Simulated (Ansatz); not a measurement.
# SiNH3 (triplet): from Hartree-Fock to the top rungs at distance N1–H4 along a hydrogen transfer = 1.614 Å, cc-pVDZ

One table from this session's results is given with a row withheld; the runs are named, their logs left out.

Method: cc-pVDZ, core rule «outside noble gas», up to 6 orbitals frozen; program: Ansatz 0.2.0, Gaussian basis.

The runs, in order: UHF; CCSD(T) on ROHF; CCSD(T) on UHF; BCCD(T) on ROHF; CISD; CCSDT(Q) on ROHF; CCSDT(Q) on UHF; CASSCF and MRCISD+Q, 4 electrons in 4 orbitals; CASSCF and NEVPT2, 4 electrons in 4 orbitals.

7 further runs of the same task are left out: 6 that didn't finish, 1 set aside as unsound or not needed.

**The geometry**

The geometry derives from fragments relaxed apart (PBE0/def2-TZVP) and kept rigid, so it is no stationary point. A hydrogen atom is moved between rigid fragments.

5 atoms, charge 0, spin multiplicity 3.

Atoms are counted from 1 here; the program's logs count them from 0.

Bond lengths: N1–H2 1.012 Å, N1–H3 1.012 Å, H4–Si5 1.540 Å. Angles: H2–N1–H3 107.1°.

Geometry (Å):

```xyz
5

N    -1.9862   -0.0126   -0.0197
H    -2.2835    0.9552   -0.0197
H    -2.2835   -0.4149    0.8606
H    -0.3722   -0.0126   -0.0197
Si    1.1678   -0.0126   -0.0197
```

The first run:

Contents of in.yaml:

```yaml
crystal:
  periodic: [false, false, false]
  atoms:
    - {symbol: N, position_ang: [-1.986195, -0.012635, -0.019666]}
    - {symbol: H, position_ang: [-2.283474, 0.955198, -0.019665]}
    - {symbol: H, position_ang: [-2.283474, -0.414935, 0.860594]}
    - {symbol: H, position_ang: [-0.372195, -0.012635, -0.019666]}
    - {symbol: Si, position_ang: [1.167805, -0.012634, -0.019666]}
basis:
  gaussian: {orbitals: cc-pVDZ}
magnetization: {spin_polarized: true, initial_magnetization: 2}
hamiltonian: {xc: hf}
output: {orbitals: {seedname: orbitals}}
```

Command:

```sh
$ ansatz run in.yaml --threads 1 --pin off --events-out ev --progress --plain --max-ram 2393MiB
```

Steps of the session up to this table: UHF; CCSD(T) on ROHF; CCSD(T) on UHF; BCCD(T) on ROHF; CISD; CCSDT(Q) on ROHF; CCSDT(Q) on UHF; CASSCF and MRCISD+Q, 4 electrons in 4 orbitals; CASSCF and NEVPT2, 4 electrons in 4 orbitals.

One table of the session follows, with a row left open; its other results are not shown here.

It belongs to the step «Misses and costs». 

| method | from UCCSDT(Q) (meV) |
| --- | --- |
| ROHF | ? |
| UHF | +7417.7 |
| RMP2 | +1393.9 |
| UMP2 | +1455.7 |
| CISD | +909.0 |
| RCCSD | +226.2 |
| UCCSD | +224.1 |
| RCCSD(T) | +49.7 |
| UCCSD(T) | +51.7 |
| BCCD(T) | +47.3 |
| RCCSDT | +13.3 |
| UCCSDT | +13.1 |
| RCCSDT(Q) | +0.5 |
| UCCSDT(Q) | 0 |
| CASSCF pair | +7179.4 |
| MRCISD pair | +840.0 |
| MRCISD+Q pair | +114.6 |

Q: Estimate the row for ROHF from the others.

**Answer.** from UCCSDT(Q) (meV): +7703.2. In the column «from UCCSDT(Q) (meV)» it is the highest.

Not comparable, so not listed: CASSCF and NEVPT2, 4 electrons in 4 orbitals (they don't share determinant, frozen orbitals or solution with the rows shown, or repeat one).

To keep in mind: Restricted and unrestricted rows rest on different reference determinants; where their highest levels disagree by more than a few hundredths of an eV, they describe different states and don't form one ladder. Warnings in the runs' records: passed over end.
